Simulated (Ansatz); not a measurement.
Z-matrix (Å, degrees):
```
C
C 1 1.494
H 1 1.090 2 110.4
H 1 1.092 2 110.3 3 -120.5
H 1 1.091 2 110.1 3 120.8
C 2 1.491 1 117.8 3 -178.7
O 2 1.429 1 117.7 3 42.7
C 2 1.471 1 122.1 3 -25.1
O 6 1.199 2 124.2 1 12.3
H 6 1.111 2 113.6 1 -167.4
H 8 1.088 2 120.4 1 -151.7
H 8 1.087 2 117.4 1 -0.7
```

Total charge 0; spin multiplicity 1.

**Question.** List the r2SCAN/def2-TZVPP orbital energies in eV (the Gaussian-basis code of Ansatz). (Estimate.)

**Answer.** Computed: Occupied: -516.82, -515.98, -275.62, -275.25, -275.09, -273.28, -29.26, -27.93, -20.16, -17.95, -17.42, -14.61, -13.25, -12.83, -11.81, -11.14, -10.74, -10.19, -10.12, -9.92, -8.05, -7.42, -6.31. Lowest empty: -2.03, 1.26, 1.52, 2.12, 2.21, 2.58, 2.76, 3.65.
